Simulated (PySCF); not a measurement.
Cartesian coordinates in Å; atom numbers follow the order of the lines, from 1:
```xyz
11

C     1.928   -0.001   -0.315
C     0.671    0.456   -0.236
C    -0.467   -0.162    0.482
C    -1.788   -0.222   -0.395
O    -2.478   -1.238   -0.223
O    -1.978    0.779   -1.111
H     2.689    0.508   -0.916
H     2.236   -0.915    0.206
H     0.379    1.358   -0.790
H    -0.227   -1.162    0.876
H    -0.741    0.481    1.341
```

Total charge -1.

Geometry: PBE0-D3(BJ)/def2-SVP; GIAO shifts from PySCF 2.14, gas phase, non-relativistic, averaged over equivalent atoms.

At PBE0/pcSseg-1 (127 basis functions, 13 s wall time on 1 thread of an x86-64 server CPU, shared host):
| atoms | δ (ppm) |
| --- | --- |
| C4 | 166.2 |
| C2 | 162.2 |
| C1 | 101.9 |
| C3 | 52.0 |
| O5 | 356.5 |
| O6 | 333.8 |
| H9 | 6.99 |
| H8 | 4.34 |
| H7 | 4.25 |
| H10/H11 | 2.39 |

Shifts are taken against calculated references (same method and geometry level): 13C (σref 184.41) and 1H (σref 31.27) vs TMS; 17O (σref 334.56) against H2O.

Q: Predict the values at WP04/pcSseg-2 on the same geometry.

A: 
```
  atoms  δ at WP04/pcSseg-2  change
     C4               173.7    +7.5
     C2               164.8    +2.6
     C1               103.2    +1.3
     C3                53.3    +1.3
     O5               332.8   -23.7
     O6               321.1   -12.7
     H9                6.96   -0.03
     H8                4.15   -0.19
     H7                4.08   -0.17
H10/H11                2.53   +0.14
```

δ = σ(ref) − σ, references computed at the same level: TMS for 13C (172.10 ppm), 1H (31.61 ppm); 17O (314.06 ppm) against H2O.

The largest change is at O5 (carboxylate oxygen). Cost: 286 basis functions, 42 s wall time on 1 thread of an x86-64 server CPU, shared host. The order of the carbon signals is the same at both levels.

Unscaled 17O shifts of doubly bonded oxygen tend to come out too high, by tens of ppm or more. Experimental scales use liquid or dissolved standards, which lie at an offset from isolated H2O (liquid H2O: subtract about 36 ppm).
